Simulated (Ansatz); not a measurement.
# Worked example: correlation energy of [OH···H···NH], triplet

Geometry: a point of a hydrogen-transfer path between rigid fragments, not a stationary point.

```yaml
atoms:
  - { symbol: O, position_ang: [-1.1950, 0.0024, 0.0000] }
  - { symbol: H, position_ang: [-1.4443, 0.9289, 0.0000] }
  - { symbol: H, position_ang: [-0.2354, 0.0024, 0.0000] }
  - { symbol: N, position_ang: [1.3680, 0.0024, 0.0000] }
  - { symbol: H, position_ang: [1.6371, -1.0019, 0.0000] }
```

Basis cc-pVDZ; Ansatz 0.2.0. Only valence electrons are correlated (noble-gas cores frozen), which leaves 14 electrons in 41 orbitals. Prefix R: restricted or restricted open-shell reference; prefix U: unrestricted.

Full CI isn't at hand for all of this; UCCSDT(Q) serves as the reference, and is uncertain by about the last step of the cluster series.

Runs differ by some tens of microhartree through their thresholds and, for an open shell, their frozen cores, so steps under 0.03 kcal/mol mean nothing.

```tsv
level	total energy (hartree)
UHF	-130.981813
UMP2	-131.292694
UCCSD	-131.321285
UCCSD(T)	-131.326580
UCCSDT	-131.327094
UCCSDT(Q)	-131.327721
```

Task: What is the correlation energy at UCCSDT(Q), and what share of it do UMP2 and UCCSD(T) recover?

Result: E(corr) = -131.327721 − (-130.981813) = -0.345908 hartree = -9.413 eV. UMP2: -0.310881 / -0.345908 = 89.87 %. UCCSD(T): -0.344767 / -0.345908 = 99.67 %.

Task: By how many kcal/mol does UCCSD(T) miss UCCSDT(Q) (1 hartree = 627.509 kcal/mol), and which steps make up the rest?

Result: -131.326580 − (-131.327721) = 0.001141 hartree = 0.72 kcal/mol. Steps: UCCSDT − UCCSD(T) = -0.32, UCCSDT(Q) − UCCSDT = -0.39 kcal/mol. That is within 1 kcal/mol of the reference in this basis, which itself misses far more of the correlation at the basis-set limit.
